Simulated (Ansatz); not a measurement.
Ansatz (a first-principles code) input (CCSD(T)/6-311+G**): A basis named .json is the Basis Set Exchange file of that set (core-valence sets with the plain set on hydrogen).

Ansatz 0.2 input:
```yaml
crystal:
  periodic: [false, false, false]
  atoms:
    - {symbol: N, position_ang: [0.00224146, -0.00382052, 0.11155442]}
    - {symbol: H, position_ang: [-0.00202883, 0.95117179, -0.22808750]}
    - {symbol: H, position_ang: [0.80949996, -0.46442426, -0.29287493]}
    - {symbol: H, position_ang: [-0.82316134, -0.46000387, -0.25991854]}
basis:
  gaussian:
    orbitals: 6-311+G__.json
magnetization: {spin_polarized: false}
correlation: {method: ccsd_t, electrons: outside_noble_gas}
```

Output:

```
Functional definition: HF
integrals: 0.01 GiB planned
321 factors; integrals over basis functions are off by at most 1.2e-3 eV
mean field: 0.06 GiB planned
mean field evaluation 1: about -1527.8033 eV, gradient 3.1e1 eV
mean field evaluation 2: about -1527.8031 eV, gradient 3.1e1 eV
mean field evaluation 4: about -1529.6555 eV, gradient 1.6e0 eV
mean field evaluation 8: about -1529.6667 eV, gradient 6.5e-4 eV
mean field evaluation 16: about -1529.6663 eV, gradient 2.6e-1 eV
mean field -1529.66674568 eV, -56.2142160583 hartree, gradient 5.9e-6 eV, S^2 0.000000; 0 other end points of the search recorded, 0 dependent functions left out
1 core orbitals not correlated
reference -1529.66674568 eV, -56.2142160583 hartree; 4, 4 occupied and 35, 35 virtual orbitals, 321 factors
second order -5.47195908 eV of doubles, -0.00000000 eV of singles
coupled cluster: 0.06 GiB planned
cycle   1  -5.69280050 eV  change   -2.2e-1 eV  update   4.2e-2
cycle   2  -5.82449351 eV  change   -1.3e-1 eV  update   1.3e-2
cycle   3  -5.84814139 eV  change   -2.4e-2 eV  update   4.9e-3
cycle   4  -5.84735244 eV  change    7.9e-4 eV  update   1.1e-3
cycle   5  -5.84756339 eV  change   -2.1e-4 eV  update   4.2e-4
cycle   6  -5.84746680 eV  change    9.7e-5 eV  update   1.2e-4
cycle   7  -5.84744774 eV  change    1.9e-5 eV  update   4.1e-5
cycle   8  -5.84744458 eV  change    3.2e-6 eV  update   1.5e-5
cycle   9  -5.84743930 eV  change    5.3e-6 eV  update   4.1e-6
perturbative correction -0.14621584 eV, -0.0053733331 hartree
Total energy: -1535.66040082 eV, -56.4344788222 hartree
```
